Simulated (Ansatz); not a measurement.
## Solid chlorine

Computed with LDA (plane waves, PAW; Ansatz, an electronic-structure program).

Run with plane-wave cutoff 500 eV, 6×6×4 k mesh (along the axes of the cell as run), gaussian smearing 0.02 eV, scalar-relativistic PAW data made under PBE.

Cell (relaxed at this level):

```xyz
4
Lattice="1.8568 -3.0935 0.0000 1.8568 3.0935 0.0000 0.0000 0.0000 7.7939" Properties=species:S:1:pos:R:3 pbc="T T T"
Cl     3.2026     0.0000     6.9094
Cl     2.3677     0.0000     3.0125
Cl     1.3458     0.0000     4.7814
Cl     0.5110     0.0000     0.8845
```

For solid chlorine, the equilibrium volume per atom comes out as 22.38 Å³/atom and the lattice parameter a comes out as 6.187 Å. The lattice parameter b is 3.714 Å. The lattice parameter c comes out as 7.794 Å.
